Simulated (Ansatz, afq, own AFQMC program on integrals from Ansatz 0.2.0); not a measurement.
Atomization energy of AlSi2NH8, singlet

| atom | x (Å) | y (Å) | z (Å) |
| --- | --- | --- | --- |
| Al | -0.9097 | 1.7242 | -0.2600 |
| N | -0.0708 | 0.1413 | -0.0189 |
| Si | -0.1491 | -0.7080 | 1.5190 |
| Si | 0.8535 | -0.6065 | -1.3147 |
| H | -0.8000 | 2.4156 | -1.6816 |
| H | -1.7105 | 2.3365 | 0.9627 |
| H | 1.2161 | -0.8757 | 2.1096 |
| H | -0.7368 | -2.0738 | 1.3448 |
| H | -0.9989 | 0.0715 | 2.4668 |
| H | 0.8393 | 0.2907 | -2.5077 |
| H | 0.2729 | -1.9331 | -1.6940 |
| H | 2.2708 | -0.8381 | -0.8920 |

Atoms in their ground-state spins without spin–orbit coupling (mostly on UHF) minus the molecule (RHF), without zero-point energy. The geometry is a stationary point, not shown to be a minimum.

Basis def2-TZVP. Only valence electrons are correlated. Integrals, coupled cluster, full CI and functionals: Ansatz 0.2.0; the random walks run on the same integrals in our own AFQMC program. The CISD trial takes its coefficients from CCSD amplitudes. Released means that phaseless walkers are propagated on without the constraint, phases kept. ± is one standard error of the sampling. The errors of all members are added in quadrature.

No full CI on the walks' own integrals is used here. The released AFQMC energy serves as the reference, which it does only where one determinant dominates, the energy is flat over the last release times and near the phaseless one (40 meV or 2 meV an electron, half that with transition metals). On small molecules, where full CI could be run and the noise was under 10 meV, such values lay within 10 meV of it in 19 cases of 20, a flattering rate, since the rule was set on those same cases; what remains of the bias isn't in the error bar. Each member takes its own surest rung, up to full CI.

The best estimate is CCSD(T) at the basis-set limit (CBS: def2-TZVPP and def2-QZVPP, with their diffuse functions for anions and beside diffuse sets, CCSD(T) itself extrapolated) plus the step from CCSD(T) to AFQMC with the constraint released in def2-TZVP. Rows without CBS are in def2-TZVP; B2PLYP and the wave-function rows carry a basis error of their own. Core correlation and relativity beyond core potentials are missing, and ± holds the sampling alone.

Cautions: AlSi₂NH₈ (singlet): the released value is read at 0.90 1/Eh with a noise of 20 meV, more than in the cases checked (meV from the phaseless value at times in 1/Eh: -11 ± 14 at 0.21, 1 ± 14 at 0.42, -2 ± 13 at 0.63, -4 ± 20 at 0.90); other spins of the molecule weren't checked.

| level | atomization energy (eV) |
| --- | --- |
| CCSD | 35.735 |
| B3LYP | 37.101 |
| HF | 28.162 |

Question: From these cheaper values, estimate the atomization energy at the level of the best estimate.

Answer: 37.718 ± 0.020 eV (best estimate, highest rung released AFQMC).

```json
{"level": "MP2", "atomization energy (eV)": "35.898", "error against the best estimate (eV)": "-1.820 ± 0.020"}
{"level": "CCSD(T)", "atomization energy (eV)": "36.075", "error against the best estimate (eV)": "-1.643 ± 0.020"}
{"level": "ph-AFQMC/CISD", "atomization energy (eV)": "36.081 ± 0.013", "error against the best estimate (eV)": "-1.636 ± 0.024"}
{"level": "released AFQMC", "atomization energy (eV)": "36.073 ± 0.020", "error against the best estimate (eV)": "-1.645"}
{"level": "HF/CBS", "atomization energy (eV)": "28.318", "error against the best estimate (eV)": "-9.400 ± 0.020"}
{"level": "MP2/CBS", "atomization energy (eV)": "37.600", "error against the best estimate (eV)": "-0.118 ± 0.020"}
{"level": "CCSD(T)/CBS", "atomization energy (eV)": "37.725", "error against the best estimate (eV)": "0.008 ± 0.020"}
{"level": "PBE", "atomization energy (eV)": "36.687", "error against the best estimate (eV)": "-1.031 ± 0.020"}
{"level": "r2SCAN", "atomization energy (eV)": "37.304", "error against the best estimate (eV)": "-0.414 ± 0.020"}
{"level": "PBE0", "atomization energy (eV)": "36.604", "error against the best estimate (eV)": "-1.114 ± 0.020"}
{"level": "wB97M-V", "atomization energy (eV)": "37.656", "error against the best estimate (eV)": "-0.061 ± 0.020"}
{"level": "B2PLYP", "atomization energy (eV)": "36.871", "error against the best estimate (eV)": "-0.846 ± 0.020"}
```

Correlation beyond CCSD(T) changes it by less than twice the noise. Going to the basis-set limit adds 1.651 eV at CCSD(T). The perturbative (T) step is worth +0.340 eV. The functionals spread over 1.052 eV; wB97M-V comes nearest and PBE0 is 1.114 eV too low.

Best estimates are given only where the step beyond CCSD(T) is under 0.3 eV and no member's determinant is very poor (T1 over 0.05, or 0.07 for open shells, ⟨S²⟩ too high by 0.3, two states mixed), so the hardest cases are missing from such tables.

The functionals ran in a triple-zeta set and keep a basis error of their own, a few kJ/mol for each bond in atomization energies and more for double hybrids, so close places among them and the extrapolated levels can swap.

Each member of a difference takes its own highest rung, so a best estimate needn't equal the limit plus the step of one row. Released energies are given only where the last usable release times agree within the noise; a slower fall can still hide under it.
